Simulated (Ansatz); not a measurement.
# Al2O (quintet): wave-function methods side by side, cc-pVTZ

An exercise on one series of results from a longer session: the logs are not shown, and one member is left open.

The runs use Ansatz 0.2.0, Gaussian basis; cc-pVTZ, core rule «outside noble gas», up to 11 orbitals frozen.

To be run: UHF; CCSD(T) on ROHF; CCSD(T) on UHF; BCCD(T) on ROHF; CCSDT(Q) on ROHF; CCSDT(Q) on UHF.

9 further runs of the same task are left out: 5 for a known fault of the program, 4 set aside as unsound or not needed.

### The system

The geometry is a PBE0/def2-TZVP stationary point (not a proven minimum) of the parent state, kept for this charge and spin.

3 atoms, charge 0, spin multiplicity 5.

Atoms are counted from 1 here; the program's logs count them from 0.

Bond lengths: Al1–Al2 2.555 Å, Al2–O3 1.606 Å. Angles: Al1–Al2–O3 180.0°.

Coordinates:

```xyz
3
Al2O
Al    0.0000    0.0000    2.2386
Al    0.0000    0.0000   -0.3161
O     0.0000    0.0000   -1.9225
```

Set-up of the first run:

The input, in.yaml:

```yaml
crystal:
  periodic: [false, false, false]
  atoms:
    - {symbol: Al, position_ang: [0.000000, 0.000000, 2.238600]}
    - {symbol: Al, position_ang: [0.000000, 0.000000, -0.316100]}
    - {symbol: O, position_ang: [0.000000, 0.000000, -1.922500]}
basis:
  gaussian: {orbitals: cc-pVTZ}
magnetization: {spin_polarized: true, initial_magnetization: 4}
hamiltonian: {xc: hf}
output: {orbitals: {seedname: orbitals}}
```

Command:

```console
$ ansatz run in.yaml --threads 1 --pin off --events-out ev --progress --plain --max-ram 4096MiB --backend cpu
```

Steps of the session up to this table: UHF; CCSD(T) on ROHF; CCSD(T) on UHF; BCCD(T) on ROHF; CCSDT(Q) on ROHF; CCSDT(Q) on UHF.

One table of the session follows, with a row left open; its other results are not shown here.

```
   method  from UCCSDT(Q) (meV)
     ROHF               +8840.9
      UHF               +8642.2
     RMP2               +1204.8
     UMP2               +1212.2
    RCCSD                +436.5
    UCCSD                +429.0
 RCCSD(T)                 +79.2
 UCCSD(T)                     ?
  BCCD(T)                 +76.2
   RCCSDT                 +25.8
   UCCSDT                 +23.0
RCCSDT(Q)                  +4.0
UCCSDT(Q)                     0
```

**Question.** Estimate the row for UCCSD(T).

The run gave: from UCCSDT(Q) (meV): +77.8. In the column «from UCCSDT(Q) (meV)» it lies between BCCD(T) (+76.2) and RCCSD(T) (+79.2).

Caveats from the session: Restricted and unrestricted rows rest on different reference determinants; where their highest levels disagree by more than a few hundredths of an eV, they describe different states and don't form one ladder.
